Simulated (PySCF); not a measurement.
Molecule: propyl chloride, C$_{3}$H$_{7}$Cl (charge 0, singlet). SMILES: ClCCC
Coordinates optimised at B3LYP-D3(BJ)/def2-TZVP (Ansatz):
```
C
H 1 1.0920
H 1 1.0920 2 106.81
C 1 1.5158 2 109.09 3 117.79
H 4 1.0883 1 111.73 2 -177.01
H 4 1.0883 5 108.92 1 123.92
C 1 1.5283 2 110.25 3 -119.79
H 7 1.0907 1 110.74 2 58.84
H 7 1.0923 8 107.73 1 -121.98
H 7 1.0923 8 107.73 9 -116.03
Cl 4 1.8082 5 106.18 6 113.97
```
Charge 0, spin multiplicity 1.

Dispersion corrections to the total energy (kcal/mol) from the dftd3 and dftd4 libraries through PySCF: D3(BJ) without and D4 with the three-body term, each with the damping fitted for the functional named.

| functional | D3(BJ) | D4 |
|---|---|---|
| LC-wPBE | -4.32 | -4.72 |
| BP86 | -7.25 | (withheld) |
| CAM-B3LYP | (withheld) | -3.56 |
| B2PLYP | -3.66 | -2.99 |
| TPSSh | -5.44 | (withheld) |
| B2GP-PLYP | -2.64 | -1.78 |
| PBE | -4.83 | -4.29 |

Question: Fill in the missing entries.

Answer: 
- BP86, D4: -5.57
- CAM-B3LYP, D3(BJ): -3.53
- TPSSh, D4: -5.28
